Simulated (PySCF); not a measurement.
# Solver options tried on NaLi

Do solver options change the result for NaLi, or only the number of cycles?

Method: method and basis as typed in the scripts; program: PySCF 2.14.0.

## 1. The system as given

NaLi: 2 atoms, charge 0, spin multiplicity 1.

Bond lengths: Na1–Li2 2.860 Å.

## 2. The base run

File input.py:

```python
from pyscf import gto, dft, tdscf

mol = gto.M(
    atom='Na 0 0 0; Li 0 0 2.86',
    basis='6-311++g**',
    charge=0,
    spin=0,
    symmetry=True,
    verbose=4,
)
mf = dft.RKS(mol, xc='b3pw91')
mf = mf.density_fit(auxbasis='def2-universal-jkfit')
mf.kernel()
td = tdscf.TDA(mf)
td.nstates = 5
td.kernel()
td.analyze()
mf.dip_moment()
print('orbital energies (hartree):', mf.mo_energy[..., max(0, mol.nelec[1]-3):mol.nelec[0]+3].round(4))
```

Launch:

```bash
> OMP_NUM_THREADS=1 python input.py
```

Its log is not repeated here.

It gives: E(SCF) = -169.750104 Eh, 8 cycles, μ = 0.36 D, excitations 2.15, 2.67, 2.67, 2.87, 3.11 eV.

The bond length is a typed value, not an optimised one.

## 3. Damping 0.5

Run 1 changes damping: none → 0.5.

File input.py:

```python
from pyscf import gto, dft, tdscf

mol = gto.M(
    atom='Na 0 0 0; Li 0 0 2.86',
    basis='6-311++g**',
    charge=0,
    spin=0,
    symmetry=True,
    verbose=4,
)
mf = dft.RKS(mol, xc='b3pw91')
mf = mf.density_fit(auxbasis='def2-universal-jkfit')
mf.damp = 0.5
mf.diis_start_cycle = 8
mf.kernel()
td = tdscf.TDA(mf)
td.nstates = 5
td.kernel()
td.analyze()
mf.dip_moment()
print('orbital energies (hartree):', mf.mo_energy[..., max(0, mol.nelec[1]-3):mol.nelec[0]+3].round(4))
```

Launch:

```bash
> OMP_NUM_THREADS=1 python input.py
```

## 4. DIIS space 12

Run 2 changes DIIS space: default → 12.

Edit input.py of step 2 so:

```diff
@@ -12,2 +12,3 @@
 mf = mf.density_fit(auxbasis='def2-universal-jkfit')
+mf.diis_space = 12
 mf.kernel()
```

## 5. Level shift 0.3 hartree

Run 3 changes level shift: none → 0.3 hartree.

Edit input.py of step 2 so:

```diff
@@ -12,2 +12,3 @@
 mf = mf.density_fit(auxbasis='def2-universal-jkfit')
+mf.level_shift = 0.3
 mf.kernel()
```

## 6. Cycle limit 8

Run 4 changes cycle limit: 50 → 8.

Edit input.py of step 2 so:

```diff
@@ -12,2 +12,3 @@
 mf = mf.density_fit(auxbasis='def2-universal-jkfit')
+mf.max_cycle = 8
 mf.kernel()
```

## 7. Convergence threshold 1e-16 hartree

Run 5 changes convergence threshold: default → 1e-16 hartree.

Edit input.py of step 2 so:

```diff
@@ -12,2 +12,3 @@
 mf = mf.density_fit(auxbasis='def2-universal-jkfit')
+mf.conv_tol = 1e-16
 mf.kernel()
```

**Question.** What will these runs give? Wanted: for each run, E(SCF); from base; gap; SCF dipole; after the SCF.

As calculated:

```csv
run,E(SCF) (hartree),from base (eV),cycles,gap (eV),SCF dipole (D),after the SCF
base,-169.750104,0,8,2.20,0.36,lowest root found 2.15 eV
damping 0.5,-169.750104,0.0000,10,2.20,0.36,lowest root found 2.15 eV
DIIS space 12,-169.750104,0.0000,8,2.20,0.36,lowest root found 2.15 eV
level shift 0.3 hartree,-169.750104,0.0000,22,2.20,0.35,lowest root found 2.15 eV
cycle limit 8,-169.750104,0.0000,8,2.20,0.36,lowest root found 2.15 eV
convergence threshold 1e-16 hartree,-169.750104,0.0000,50,2.20,0.36,lowest root found 2.15 eV
```

Distance from each run's final energy (log10 hartree) by cycle:

| run | cycle 1 | cycle 2 | cycle 3 | cycle 5 | cycle 8 | cycle 12 |
| --- | --- | --- | --- | --- | --- | --- |
| base | -2.9 | -3.7 | -5.0 | -7.4 | < -11 | done |
| damping 0.5 | -2.9 | -3.8 | -4.7 | -6.0 | -8.1 | done |
| DIIS space 12 | -2.9 | -3.7 | -5.0 | -7.4 | < -11 | done |
| level shift 0.3 hartree | -2.8 | -3.2 | -3.5 | -4.1 | -5.0 | -6.2 |
| cycle limit 8 | -2.9 | -3.7 | -5.0 | -7.4 | < -11 | done |
| convergence threshold 1e-16 hartree | -2.9 | -3.7 | -5.0 | -7.4 | < -11 | < -11 |

What this shows: The SCF energy stays the same, to the digits that matter, with damping 0.5 or DIIS space 12 or level shift 0.3 hartree or cycle limit 8 or convergence threshold 1e-16 hartree. The base needs 8 cycles and the run with level shift 0.3 hartree needs 22. The cycles with DIIS space 12 repeat those of the base digit for digit, so the setting never acted.
